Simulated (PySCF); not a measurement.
# Relaxation of singlet S₂H₂

Method: PBE0/[S def2-TZVP, H def2-TZVP], no relativity, density fitting, PySCF. A (50,194) grid was used.

A start displaced from a saddle point along its imaginary mode, of C2 symmetry, held to at least that symmetry:

```xyz
4
charge 0 multiplicity 1, angstrom
S    -0.2782    0.0038    1.0104
S     0.2782    0.0038   -1.0104
H     0.9957   -0.1200    1.4317
H    -0.9957   -0.1200   -1.4317
```

Optimiser trace:
```
step  E − E(last) (kJ/mol)  largest gradient (Eh/bohr)
   0                 26.02                     0.00325
   1                 21.89                     0.01284
   2                 19.67                     0.02449
   3                  8.89                     0.01012
   4                  3.58                     0.01030
   5                  1.28                     0.00315
   6                  0.26                     0.00238
   7                  0.02                     0.00098
   8                  0.00                     0.00012
   9                  0.00                     0.00001
```

It ends at C2 with S–H 1.347 Å (×2), S–S 2.046 Å; H–S–S 98.6° (×2). A frequency run shows a minimum.

Final geometry:
```xyz
4
charge 0 multiplicity 1, angstrom
S    -0.1124    0.0286    1.0168
S     0.1124    0.0286   -1.0168
H     0.8057   -0.9085    1.3216
H    -0.8057   -0.9085   -1.3216
```
